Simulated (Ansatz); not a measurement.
Geometry optimisation, Ansatz 0.2.0, RKS PBE0/6-31G*.

Input:

```yaml
crystal:
  periodic: [false, false, false]
  atoms:
    - { symbol: Si, position_ang: [-0.072416, 0.15008, 0.191342] }
    - { symbol: "N", position_ang: [-0.024748, 0.079375, 1.982991] }
    - { symbol: H, position_ang: [-0.923773, -0.015504, 2.440483] }
    - { symbol: H, position_ang: [0.495848, 0.822818, 2.431486] }
    - { symbol: H, position_ang: [1.328883, 0.203849, -0.286053] }
    - { symbol: H, position_ang: [-0.787508, 1.349063, -0.345246] }
    - { symbol: H, position_ang: [-0.789371, -1.056944, -0.282435] }
    - { symbol: Cl, position_ang: [1.616057, -2.654234, 0.870741] }
    - { symbol: H, position_ang: [1.114227, -1.848403, 1.809992] }
basis:
  gaussian: { orbitals: "6-31G*" }
hamiltonian:
  xc: pbe0
relax:
  f_tol: 0.03
  max_steps: 50
```

Command:

```bash
$ ansatz run input.yaml --threads 1 --pin off --max-ram 2048MiB --backend cpu --events-out ev --progress --plain --runs-dir out
```

Where does it end, and by what steps?

The run converged. After 9 steps the energy has fallen by 0.316 eV; Cl8 moved furthest, 1.03 Å.

```tsv
step	energy less start (eV)	largest force component (eV/Å)	accepted
0	0.0000	0.875	yes
1	-0.0926	0.837	yes
2	-0.1967	0.407	yes
3	-0.2612	0.246	yes
4	-0.2906	0.247	yes
5	-0.3035	0.205	yes
6	-0.3127	0.080	yes
7	-0.3148	0.131	yes
8	-0.3145	0.132	no
9	-0.3155	0.012	yes
```

```xyz
9
Properties=species:S:1:pos:R:3
Si -0.162 0.300 0.056
N 0.131 -0.181 1.736
H -0.706 -0.380 2.277
H 0.707 0.462 2.272
H 1.169 0.459 -0.580
H -0.923 1.576 -0.072
H -0.938 -0.797 -0.572
Cl 1.686 -2.785 1.888
H 0.993 -1.624 1.809
```

Whether the end is a true minimum wasn't checked by a vibrational analysis.

Time of the run: 29 s on 1 thread of Arm Neoverse V1, on a shared host, peak memory 0.13 GiB.
